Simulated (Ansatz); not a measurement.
# CHOP: the cost of one run

Computed with Ansatz 0.2.0 (the levels named in each step, unless a step's input says otherwise).

## Step 1: The starting structure

Bond lengths: O1–C2 1.158 Å, C2–P3 1.640 Å, P3–H4 1.393 Å. Angles: O1–C2–P3 174.4°, C2–P3–H4 90.1°.

As a file:

```xyz
4

O     1.6465   -0.4595    0.2162
C     0.5291   -0.1771    0.1018
P    -1.0078    0.3235   -0.1777
H    -1.4703   -0.5363    0.8155
```

## Step 2: A rough first relaxation, PBE-D4/def2-SVP

This run stands in another session on the same molecule. It ended at:

```xyz
4

O     1.6663   -0.4698    0.2242
C     0.5400   -0.1777    0.1001
P    -1.0370    0.3518   -0.2029
H    -1.4718   -0.5537    0.8343
```

## Step 3: Relaxation, HF/STO-3G

The input, input.yaml:

```yaml
crystal:
  periodic: [false, false, false]
  atoms:
    - { symbol: O, position_ang: [1.66630717, -0.46978387, 0.22421807] }
    - { symbol: C, position_ang: [0.53998524, -0.17774177, 0.10012986] }
    - { symbol: P, position_ang: [-1.03703069, 0.35182701, -0.20287269] }
    - { symbol: H, position_ang: [-1.47175172, -0.55373137, 0.83428476] }
basis:
  gaussian: { orbitals: STO-3G }
hamiltonian:
  xc: hf
relax:
  f_tol: 0.002
  max_steps: 150
```

Launch:

```sh
> ansatz run input.yaml --threads 2 --pin off --max-ram 5120MiB --backend cpu --events-out ev --progress --plain --runs-dir out
```

Q: Estimate wall time and peak memory on 2 threads of Arm Neoverse V1, shared host.

About 1.6 s, with a peak of 0.1 GiB.
